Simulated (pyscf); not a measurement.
PySCF, gas phase, ωB97X-D3(BJ)/def2-SVP geometries. Correlated levels are frozen-core, on RHF or UHF. ΔMP2 is the change of the MP2 total energy from the triple- to the quadruple-zeta basis.

Q: What is the homolytic dissociation enthalpy (298 K, CCSD(T)/def2-TZVPP + ΔMP2(QZVPP)) of the N–Si bond of H₂N–Si(=O)–OH, to NH₂• + [O=Si–OH]•?

A: N–Si to NH₂• + [O=Si–OH]•: 110.6 kcal/mol. The radicals are drawn with the spin at the cut bond; how far it spreads was not checked. Other isomers of [O=Si–OH]• were not searched in full and may lie lower. The CCSD(T) − MP2 part came from Ansatz, without density fitting, on the same reference.
